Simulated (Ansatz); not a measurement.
# BCN+ (quartet): wave-function methods side by side, def2-QZVPP

An exercise on one series of results from a longer session: the logs are not shown, and one member is left open.

Program: Ansatz 0.2.0, Gaussian basis. Level of theory: def2-QZVPP, core rule «outside noble gas», up to 3 orbitals frozen. These are calculated values, not measurements.

To be run: UHF; ROHF; CCSD(T) on UHF.

2 further runs of the same task are left out: 2 set aside as unsound or not needed.

### The system

The geometry is a PBE0/def2-TZVP stationary point (not a proven minimum) of the parent state, kept for this charge and spin.

3 atoms, charge 1, spin multiplicity 4.

Atoms are counted from 1 here; the program's logs count them from 0.

Bond lengths: B1–C2 1.451 Å, C2–N3 1.169 Å. Angles: B1–C2–N3 180.0°.

The first run:

Input file in.yaml:

```yaml
crystal:
  periodic: [false, false, false]
  atoms:
    - {symbol: B, position_ang: [0.000000, 0.000000, 1.356800]}
    - {symbol: C, position_ang: [0.000000, 0.000000, -0.094000]}
    - {symbol: N, position_ang: [0.000000, 0.000000, -1.262800]}
basis:
  gaussian: {orbitals: "def2-QZVPP.json"}
total_charge: 1
magnetization: {spin_polarized: true, initial_magnetization: 3}
hamiltonian: {xc: hf}
output: {orbitals: {seedname: orbitals}}
```

Run with:

```console
$ ansatz run in.yaml --threads 1 --pin off --events-out ev --progress --plain --max-ram 2393MiB
```

Steps of the session up to this table: UHF; ROHF; CCSD(T) on UHF.

One table of the session follows, with a row left open; its other results are not shown here.

| method | from UCCSD(T) (meV) |
| --- | --- |
| ROHF | +9752.9 |
| UHF | +9597.7 |
| UMP2 | +1154.5 |
| UCCSD | ? |
| UCCSD(T) | 0 |

Estimate the missing values for UCCSD.

As computed: from UCCSD(T) (meV): +444.6. In the column «from UCCSD(T) (meV)» it lies between UCCSD(T) (0) and UMP2 (+1154.5).
